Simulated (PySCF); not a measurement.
# C2H4N+ (SMILES C#[N+]C): HF/cc-pV(T+d)Z

Aim: the energy change on altering one bond length of C2H4N+ at HF/cc-pV(T+d)Z, from 2 runs. The job is set up through a Python script.

The calculation is run with PySCF 2.14.0.

4 further runs of the same task are left out: 2 that didn't finish, 2 set aside as unsound or not needed.

**1. The structure to begin with**

The species is C2H4N+ (7 atoms), meant as a singlet with charge +1. SMILES: `C#[N+]C`. The shape is that of a GFN2-xTB optimisation.

Bond lengths: C1–N2 1.141 Å, N2–C3 1.357 Å, C1–H4 1.063 Å, C3–H5 1.095 Å, C3–H6 1.095 Å, C3–H7 1.095 Å. Angles: C1–N2–C3 179.9°, N2–C1–H4 179.8°, N2–C3–H5 109.8°, N2–C3–H6 109.7°, N2–C3–H7 109.7°, H5–C3–H6 109.2°, H5–C3–H7 109.2°, H6–C3–H7 109.2°.

**2. The polarisability at HF/cc-pV(T+d)Z**

geometry.xyz

```xyz
7

C     -1.545330    -0.383050    -0.126710
N     -0.441100    -0.109650    -0.036340
C      0.871730     0.216860     0.071000
H     -2.573580    -0.640950    -0.208920
H      1.124160     0.984090    -0.667940
H      1.075810     0.603240     1.074760
H      1.488320    -0.670540    -0.105840
```

calc.py

```python
# C#[N+]C
import numpy
from pyscf import gto
from pyscf.prop.polarizability import rhf

molecule = gto.Mole()
molecule.atom = 'geometry.xyz'
molecule.charge = 1
molecule.basis = 'cc-pv(t+d)z'
molecule.verbose = 4
molecule.max_memory = 1860
molecule.build()

myscf = molecule.RHF()
myscf.kernel()

e_final = myscf.e_tot
print('E = %.10f Eh' % e_final)
pol = rhf.Polarizability(myscf)
alpha = pol.polarizability()
print('isotropic polarizability %.4f bohr^3' % (numpy.trace(alpha) / 3))
alpha_w = pol.polarizability_with_freq(freq=0.0774)
beta = pol.hyper_polarizability()
```

Started as:

```
$ OMP_NUM_THREADS=1 python calc.py
```

The program printed:

```text
PySCF version 2.14.0

[INPUT] num. atoms = 7
[INPUT] num. electrons = 22
[INPUT] charge = 1
[INPUT] spin (= nelec alpha-beta = 2S) = 0
[INPUT] symmetry False subgroup None
[INPUT] Mole.unit = angstrom
[INPUT] Symbol           X                Y                Z      unit          X                Y                Z       unit  Magmom
[INPUT]  1 C     -1.545330000000  -0.383050000000  -0.126710000000 AA   -2.920250472074  -0.723859592015  -0.239447197244 Bohr   0.0
[INPUT]  2 N     -0.441100000000  -0.109650000000  -0.036340000000 AA   -0.833558193546  -0.207208469559  -0.068672647367 Bohr   0.0
[INPUT]  3 C      0.871730000000   0.216860000000   0.071000000000 AA    1.647330954567   0.409806007373   0.134170554844 Bohr   0.0
[INPUT]  4 H     -2.573580000000  -0.640950000000  -0.208920000000 AA   -4.863361359658  -1.211219959540  -0.394801581944 Bohr   0.0
[INPUT]  5 H      1.124160000000   0.984090000000  -0.667940000000 AA    2.124354520191   1.859660581923  -1.262223667642 Bohr   0.0
[INPUT]  6 H      1.075810000000   0.603240000000   1.074760000000 AA    2.032986262068   1.139958387383   2.031002049638 Bohr   0.0
[INPUT]  7 H      1.488320000000  -0.670540000000  -0.105840000000 AA    2.812517185713  -1.267136955566  -0.200008613024 Bohr   0.0

nuclear repulsion = 67.6694880021374
number of shells = 24
number of NR pGTOs = 190
number of NR cGTOs = 146
basis = cc-pv(t+d)z
ecp = {}

******** <class 'pyscf.scf.hf.RHF'> ********
method = RHF
initial guess = minao
damping factor = 0
level_shift factor = 0
DIIS = <class 'pyscf.scf.diis.CDIIS'>
diis_start_cycle = 1
diis_space = 8
diis_damp = 0
SCF conv_tol = 1e-09
SCF conv_tol_grad = None
SCF max_cycles = 50
direct_scf = True
direct_scf_tol = 1e-13
Set gradient conv threshold to 3.16228e-05
Initial guess from minao.
init E= -133.15406346573
  HOMO = -0.351179287902883  LUMO = 0.0642989673084397  gap/eV = 11.30574
cycle= 1 E= -132.186921861364  delta_E= 0.967  |g|= 0.468  |ddm|= 4.59
  HOMO = -0.782829415627046  LUMO = -0.182670910020733  gap/eV = 16.33114
cycle= 2 E= -132.257902115309  delta_E= -0.071  |g|= 0.146  |ddm|=  1.1
  HOMO = -0.730110121910107  LUMO = -0.106736673159363  gap/eV = 16.96286
cycle= 3 E= -132.262800757182  delta_E= -0.0049  |g|= 0.0343  |ddm|= 0.295
  HOMO = -0.733499978481469  LUMO = -0.105018990995982  gap/eV = 17.10184
cycle= 4 E= -132.263209752759  delta_E= -0.000409  |g|= 0.0161  |ddm|= 0.0894
  HOMO = -0.732929932579198  LUMO = -0.105060617979535  gap/eV = 17.08519
cycle= 5 E= -132.263265466716  delta_E= -5.57e-05  |g|= 0.00442  |ddm|= 0.0222
  HOMO = -0.733530222027813  LUMO = -0.105129170305832  gap/eV = 17.09966
cycle= 6 E= -132.263271264001  delta_E= -5.8e-06  |g|= 0.000726  |ddm|= 0.00793
  HOMO = -0.733559951984067  LUMO = -0.105149276883551  gap/eV = 17.09993
cycle= 7 E= -132.263271491937  delta_E= -2.28e-07  |g|= 0.000216  |ddm|= 0.00172
  HOMO = -0.733579582096987  LUMO = -0.105114173893023  gap/eV = 17.10141
cycle= 8 E= -132.263271509429  delta_E= -1.75e-08  |g|= 3.33e-05  |ddm|= 0.000533
  HOMO = -0.73357447516337  LUMO = -0.105112581750192  gap/eV = 17.10132
cycle= 9 E= -132.26327150993  delta_E= -5.01e-10  |g|= 4.59e-06  |ddm|= 8.57e-05
  HOMO = -0.733574588687916  LUMO = -0.105112431491237  gap/eV = 17.10133
Extra cycle  E= -132.26327150994  delta_E= -1.01e-11  |g|= 1.68e-06  |ddm|= 1.32e-05
converged SCF energy = -132.26327150994
E = -132.2632715099 Eh
Isotropic polarizability 24.3631682096
Polarizability anisotropy 16.6889049365
isotropic polarizability 24.3632 bohr^3
```

Wall time 2.4 min (1 thread of Arm Neoverse V2, shared host); peak memory 0.57 GiB.

**3. The distorted shape**

mol.xyz

```xyz
7
C2H4N
C     -1.699478    -0.161200    -0.082500
N     -0.595248     0.112200     0.007870
C      0.717582     0.438710     0.115210
H     -2.727728    -0.419100    -0.164710
H      0.970012     1.205940    -0.623730
H      0.921662     0.825090     1.118970
H      1.488320    -0.670540    -0.105840
```

input.py

```python
import numpy
from pyscf import gto
from pyscf.prop.polarizability import rhf

system = gto.Mole()
system.atom = 'mol.xyz'
system.charge = 1
system.verbose = 4
system.spin = 0
system.max_memory = 1860
system.basis = 'cc-pv(t+d)z'
system.build()

hf = system.RHF()
hf.kernel()

energy = hf.e_tot
print('E = %.10f Eh' % energy)
pol = rhf.Polarizability(hf)
alpha = pol.polarizability()
print('isotropic polarizability %.4f bohr^3' % (numpy.trace(alpha) / 3))
alpha_w = pol.polarizability_with_freq(freq=0.0774)
beta = pol.hyper_polarizability()
```

Started as:

```
$ OMP_NUM_THREADS=1 python input.py
```

The program printed:

```text
PySCF version 2.14.0

[INPUT] num. atoms = 7
[INPUT] num. electrons = 22
[INPUT] charge = 1
[INPUT] spin (= nelec alpha-beta = 2S) = 0
[INPUT] symmetry False subgroup None
[INPUT] Mole.unit = angstrom
[INPUT] Symbol           X                Y                Z      unit          X                Y                Z       unit  Magmom
[INPUT]  1 C     -1.699478000000  -0.161200000000  -0.082500000000 AA   -3.211547974724  -0.304623851280  -0.155902405277 Bohr   0.0
[INPUT]  2 N     -0.595248000000   0.112200000000   0.007870000000 AA   -1.124855696195   0.212027271176   0.014872144600 Bohr   0.0
[INPUT]  3 C      0.717582000000   0.438710000000   0.115210000000 AA    1.356033451918   0.829041748108   0.217715346811 Bohr   0.0
[INPUT]  4 H     -2.727728000000  -0.419100000000  -0.164710000000 AA   -5.154658862308  -0.791984218805  -0.311256789977 Bohr   0.0
[INPUT]  5 H      0.970012000000   1.205940000000  -0.623730000000 AA    1.833057017542   2.278896322658  -1.178678875675 Bohr   0.0
[INPUT]  6 H      0.921662000000   0.825090000000   1.118970000000 AA    1.741688759419   1.559194128117   2.114546841605 Bohr   0.0
[INPUT]  7 H      1.488320000000  -0.670540000000  -0.105840000000 AA    2.812517185713  -1.267136955566  -0.200008613024 Bohr   0.0

nuclear repulsion = 66.7783046358345
number of shells = 24
number of NR pGTOs = 190
number of NR cGTOs = 146
basis = cc-pv(t+d)z
ecp = {}

******** <class 'pyscf.scf.hf.RHF'> ********
method = RHF
initial guess = minao
damping factor = 0
level_shift factor = 0
DIIS = <class 'pyscf.scf.diis.CDIIS'>
diis_start_cycle = 1
diis_space = 8
diis_damp = 0
SCF conv_tol = 1e-09
SCF conv_tol_grad = None
SCF max_cycles = 50
direct_scf = True
direct_scf_tol = 1e-13
Set gradient conv threshold to 3.16228e-05
[... 1 set-up line as earlier in the session ...]
init E= -132.975206002319
  HOMO = -0.323832436784631  LUMO = 0.0453936497760843  gap/eV = 10.04715
cycle= 1 E= -132.147620001317  delta_E= 0.828  |g|= 0.48  |ddm|= 4.51
  HOMO = -0.733243775642627  LUMO = -0.192183004034076  gap/eV = 14.72301
cycle= 2 E= -132.222574029148  delta_E= -0.075  |g|= 0.161  |ddm|= 1.13
  HOMO = -0.687976258550314  LUMO = -0.118942589894684  gap/eV = 15.48419
cycle= 3 E= -132.228517060943  delta_E= -0.00594  |g|= 0.0405  |ddm|= 0.317
  HOMO = -0.691783738272321  LUMO = -0.115426928506455  gap/eV = 15.68347
cycle= 4 E= -132.229001928087  delta_E= -0.000485  |g|= 0.0241  |ddm|= 0.101
  HOMO = -0.690706481874038  LUMO = -0.115464289092116  gap/eV = 15.65314
cycle= 5 E= -132.229128461694  delta_E= -0.000127  |g|= 0.00379  |ddm|= 0.0307
  HOMO = -0.691213622673459  LUMO = -0.11561413567837  gap/eV = 15.66286
cycle= 6 E= -132.229134029021  delta_E= -5.57e-06  |g|= 0.000643  |ddm|= 0.00837
  HOMO = -0.691346232806335  LUMO = -0.115536075725438  gap/eV = 15.66859
cycle= 7 E= -132.229134263802  delta_E= -2.35e-07  |g|= 0.000167  |ddm|= 0.00184
  HOMO = -0.691338658453333  LUMO = -0.115534610036152  gap/eV = 15.66843
cycle= 8 E= -132.229134276111  delta_E= -1.23e-08  |g|= 5.18e-05  |ddm|= 0.000368
  HOMO = -0.69134128370894  LUMO = -0.115528641976216  gap/eV = 15.66866
cycle= 9 E= -132.229134277949  delta_E= -1.84e-09  |g|= 2.22e-05  |ddm|= 0.000121
  HOMO = -0.69134122664012  LUMO = -0.11552836533414  gap/eV = 15.66867
cycle= 10 E= -132.229134278622  delta_E= -6.73e-10  |g|= 1.11e-05  |ddm|= 7.58e-05
  HOMO = -0.691341600124971  LUMO = -0.115528806623678  gap/eV = 15.66866
Extra cycle  E= -132.229134278747  delta_E= -1.25e-10  |g|= 7.5e-06  |ddm|= 2.39e-05
converged SCF energy = -132.229134278747
E = -132.2291342787 Eh
Isotropic polarizability 27.0362977053
Polarizability anisotropy 19.5717998092
isotropic polarizability 27.0363 bohr^3
```

Run time: 2.9 min. Hardware: 1 thread of Arm Neoverse V2, shared host; peak memory 0.57 GiB.

**4. Summary of results**

At HF/cc-pV(T+d)Z:

| quantity | value |
| --- | --- |
| first shape: total energy | -132.26327 Eh |
| first shape: HOMO energy | -19.96 eV |
| first shape: LUMO energy | -2.86 eV |
| first shape: HOMO–LUMO gap | 17.10 eV |
| first shape: mean static polarisability | 24.4 bohr³ |
| first shape: mean polarisability at ω = 0.0774 Eh | 24.8 bohr³ |
| distorted shape: total energy | -132.22913 Eh |
| distorted shape: HOMO energy | -18.81 eV |
| distorted shape: LUMO energy | -3.14 eV |
| distorted shape: HOMO–LUMO gap | 15.67 eV |
| distorted shape: mean static polarisability | 27.0 bohr³ |
| distorted shape: mean polarisability at ω = 0.0774 Eh | 27.6 bohr³ |
| energy change with the C3–H7 bond stretched from 1.095 to 1.369 Å | 0.929 eV |

What this shows: With the C3–H7 bond stretched from 1.095 to 1.369 Å the energy rises by 0.93 eV (21.4 kcal/mol). The first shape isn't relaxed at this level, so the change isn't measured from a minimum. Mulliken charges (distorted shape) run from -0.12 on C3 to +0.32 on H4; they depend strongly on the basis.
